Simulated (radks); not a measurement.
# Cl²⁺ in [Ne] 3s1 3p3 4s1: an all-electron calculation

Aim: the levels, the sizes of the orbitals and the parts of the energy of the chlorine ion Cl2+.

The numbers are computed with radks (a radial shooting solver on a logarithmic mesh, Libxc functionals) version 1 (non-relativistic Kohn-Sham, SCAN, spin-unpolarised, spherical densities, point nucleus), except any that are marked as measured or tabulated.

**1. The system**

| Quantity | Value |
| --- | --- |
| element | chlorine (Z = 17) |
| charge | +2 |
| electrons | 15 |
| configuration | [Ne] 3s1 3p3 4s1 |

Outer shells as boxes (Hund's rule):

Cl²⁺
```
[Ne] core
3s [↑ ]
3p [↑ ][↑ ][↑ ]
4s [↑ ]
```

**2. The calculation**

Input:

```text
Z 17
configuration [Ne] 3s1 3p3 4s1 3d0 4p0 5s0 4f0
relativity non-relativistic
functional scan,scan
spin unpolarised
nucleus point
```

Started as:

```console
> python run_ks.py task.json out
```

All runs below come from this command, one after another.

**Question.** What will this run give?

**Answer**, as computed:

```
                        quantity                value
                    total energy   -457.40671 hartree
exchange-correlation share of it               5.90 %
                            −T/E               0.9989
          highest occupied level       4s, -14.920 eV
    most extended occupied level  4s, <r> = 3.60 bohr
 radius at density 0.001 e/bohr³            4.42 bohr
    maxima of the radial density                    3
```

4 principal shells are occupied and 3 maxima appear in the radial density; where shells overlap, one shows as a shoulder or not at all. The ratio −T/E is 0.9989; for a non-relativistic Coulomb system it is 1 up to the kinetic part of correlation. This is not the tabulated ground configuration, so its levels and sizes aren't those of the ground state, and no measured value stands beside it.
